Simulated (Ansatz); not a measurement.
# C2H6N2: up Jacob's ladder to CCSD(T)

The task here is to estimate one member of a computed series from the others.

Method: functionals in def2-TZVPP, the program's frozen cores in correlated methods; program: Ansatz 0.2.0, Gaussian basis.

The runs, in order: LDA (SPW92), PBE-D4, revPBE-D4, BLYP-D4, r2SCAN-D4, B97M-V, PBE0-D4, B3LYP-D4, r2SCANh-D4, r2SCAN0-D4, HSE06-D4, BHLYP-D4, CAM-B3LYP-D4, LC-ωPBE, ωB97X-V, ωB97M-V, B2PLYP, PBE-QIDH; CCSD(T)/def2-SVP; CCSD(T)/def2-TZVPP; MP2/def2-QZVPP; extrapolation to the limit; RPA on PBE.

## The geometry

The geometry comes from an earlier relaxation with PBE0-D4 in a triple-zeta def2 set; it is a stationary point, not always the lowest conformer.

SMILES `CNC=N`, 10 atoms, charge 0, spin multiplicity 1.

Atoms are counted from 1 here; the program's logs count them from 0.

Bond lengths: C1–N2 1.436 Å, C1–H5 1.089 Å, C1–H6 1.097 Å, C1–H7 1.095 Å, N2–C3 1.362 Å, N2–H8 1.003 Å, C3–N4 1.271 Å, C3–H9 1.092 Å, N4–H10 1.019 Å. Angles: N2–C1–H5 109.3°, N2–C1–H6 112.2°, N2–C1–H7 110.9°, H5–C1–H6 108.4°, H5–C1–H7 107.8°, H6–C1–H7 108.1°, C1–N2–C3 122.2°, C1–N2–H8 118.4°, C3–N2–H8 117.5°, N2–C3–N4 128.8°, N2–C3–H9 112.8°, N4–C3–H9 118.4°, C3–N4–H10 111.9°.

Coordinates:

```xyz
10

C    -0.8541    0.2920   -0.7370
N    -0.2789   -0.6638    0.1674
C     0.8951   -0.4333    0.8174
N     1.7024    0.5392    0.6827
H    -1.7928   -0.1009   -1.1254
H    -1.0564    1.2543   -0.2506
H    -0.1900    0.4744   -1.5878
H    -0.8590   -1.4081    0.5082
H     1.1474   -1.2237    1.5278
H     1.3693    1.2187    0.0003
```

The first run:

in.yaml

```yaml
crystal:
  periodic: [false, false, false]
  atoms:
    - {symbol: C, position_ang: [-0.854117, 0.291997, -0.737045]}
    - {symbol: N, position_ang: [-0.278878, -0.663791, 0.167394]}
    - {symbol: C, position_ang: [0.895147, -0.433315, 0.817413]}
    - {symbol: N, position_ang: [1.702384, 0.539178, 0.682674]}
    - {symbol: H, position_ang: [-1.792789, -0.100887, -1.125440]}
    - {symbol: H, position_ang: [-1.056389, 1.254290, -0.250641]}
    - {symbol: H, position_ang: [-0.189967, 0.474376, -1.587802]}
    - {symbol: H, position_ang: [-0.858987, -1.408081, 0.508213]}
    - {symbol: H, position_ang: [1.147368, -1.223684, 1.527776]}
    - {symbol: H, position_ang: [1.369329, 1.218718, 0.000257]}
basis:
  gaussian: {orbitals: def2-TZVPP}
hamiltonian: {xc: lda}
output: {orbitals: {seedname: orbitals}}
```

Command:

```
$ ansatz run in.yaml --threads 2 --pin off --events-out ev --progress --plain --max-ram 4352MiB
```

Among the steps run: LDA; PBE-D4 (GGA); revPBE-D4 (GGA); BLYP-D4 (GGA); r2SCAN-D4 (meta-GGA); B97M-V (meta-GGA); PBE0-D4 (hybrid); B3LYP-D4 (hybrid); r2SCANh-D4 (hybrid); r2SCAN0-D4 (hybrid); HSE06-D4 (hybrid); BHLYP-D4 (hybrid); CAM-B3LYP-D4 (range-separated); LC-ωPBE (range-separated); ωB97X-V (range-separated); ωB97M-V (range-separated); B2PLYP (double hybrid); PBE-QIDH (double hybrid).

One table of the session follows, with a row left open; its other results are not shown here.

It belongs to the step «Frontier levels by functional». 

```
  functional  HOMO (eV)  LUMO (eV)  gap (eV)
 LDA (SPW92)      -5.68      -0.24      5.44
      PBE-D4      -5.50       0.00      5.50
   revPBE-D4      -5.43       0.09      5.52
     BLYP-D4          ?          ?         ?
   r2SCAN-D4      -5.72       0.26      5.98
      B97M-V      -5.78       0.33      6.11
     PBE0-D4      -6.74       0.94      7.68
    B3LYP-D4      -6.53       0.57      7.11
  r2SCANh-D4      -6.19       0.65      6.85
  r2SCAN0-D4      -6.90       1.24      8.14
    HSE06-D4      -6.33       0.57      6.91
    BHLYP-D4      -7.89       1.53      9.42
CAM-B3LYP-D4      -8.10       1.68      9.78
     LC-ωPBE      -9.43       3.00     12.44
     ωB97X-V      -9.08       2.82     11.90
     ωB97M-V      -9.00       2.34     11.34
```

Estimate the missing values for BLYP-D4.

Worked estimate for «HOMO (eV)». Against the share of exact exchange, B3LYP-D4 (0.2, -6.53), BHLYP-D4 (0.5, -7.89) give a slope of -4.53 per unit share; at 0 the line stands at -5.62.

**Answer.** HOMO (eV): -5.38; LUMO (eV): 0.06; gap (eV): 5.44. In «HOMO (eV)» the line misses by -0.24.
